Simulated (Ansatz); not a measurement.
The input, for Ansatz 0.2.0:

```yaml
crystal:
  periodic: [false, false, false]
  atoms:
    - {symbol: Co, position_ang: [0.000000, 0.000000, 0.000000]}
    - {symbol: Si, position_ang: [0.000000, 0.000000, 2.230600]}
basis:
  gaussian: {orbitals: def2-TZVPP}
total_charge: 1
magnetization: {spin_polarized: false, initial_magnetization: 2}
correlation: {method: ccsd_t, electrons: outside_noble_gas}
output: {forces: true}
```

```sh
$ ansatz run in.yaml --threads 2 --pin off --events-out ev --progress --plain --max-ram 24576MiB --backend cuda --devices 0, --max-vram 18GiB
```

Output:

```
702 factors; integrals over basis functions are off by at most 1.1e-3 eV
mean field evaluation 1: about -45358.6452 eV, gradient 2.4e2 eV
mean field evaluation 2: about -45358.6467 eV, gradient 2.4e2 eV
mean field evaluation 4: about -45384.8179 eV, gradient 1.6e2 eV
mean field evaluation 8: about -45400.8489 eV, gradient 1.4e2 eV
mean field evaluation 16: about -45438.2543 eV, gradient 1.1e-2 eV
mean field evaluation 32: about -45439.3881 eV, gradient 7.2e-6 eV
mean field evaluation 64: about -45439.8293 eV, gradient 1.9e0 eV
mean field evaluation 96: about -45436.5404 eV, gradient 9.1e0 eV
mean field evaluation 128: about -45441.8681 eV, gradient 6.4e-3 eV
mean field evaluation 160: about -45438.8708 eV, gradient 4.3e-2 eV
...
cycle   6  -11.04352666 eV  change   -3.4e-6 eV  update   1.3e-6
cycle   7  -11.04353017 eV  change   -3.5e-6 eV  update   9.8e-7
cycle   8  -11.04353168 eV  change   -1.5e-6 eV  update   6.0e-7
cycle   9  -11.04353265 eV  change   -9.7e-7 eV  update   3.8e-7
cycle  10  -11.04353289 eV  change   -2.4e-7 eV  update   2.1e-7
cycle  11  -11.04353301 eV  change   -1.2e-7 eV  update   1.6e-7
cycle  12  -11.04353298 eV  change    2.4e-8 eV  update   1.3e-7
cycle  13  -11.04353302 eV  change   -4.0e-8 eV  update   1.2e-7
cycle  14  -11.04353310 eV  change   -8.0e-8 eV  update   1.1e-7
perturbative correction -0.77908811 eV, -0.0286309598 hartree
WARN: the results are in doubt because among natural orbitals full CI differs from the method by -0.081 eV
the calculation of the forces begins
mean field evaluation 4256: about -45441.8702 eV, gradient 1.2e-1 eV
Total energy: -45453.69076345 eV, -1670.3923259386 hartree
Atom 0 at     0.000000     0.000000     0.000000 Å, force     0.000000    -0.000000     0.728795 eV/Å
Atom 1 at     0.000000     0.000000     2.230600 Å, force    -0.000000    -0.000000    -0.728795 eV/Å
Dipole moment:     0.000000    -0.000000    -0.080841 e Å
In doubt: among natural orbitals full CI differs from the method by -0.081 eV
```

Forces (eV/Å):
```
Co   0.000  0.000  0.729
Si   0.000  0.000 -0.729
```

Ran on 2 threads of AMD EPYC 7R13 with a shared H100 80 GB, shared host: 3.1 min wall, 0.96 GiB peak host memory.
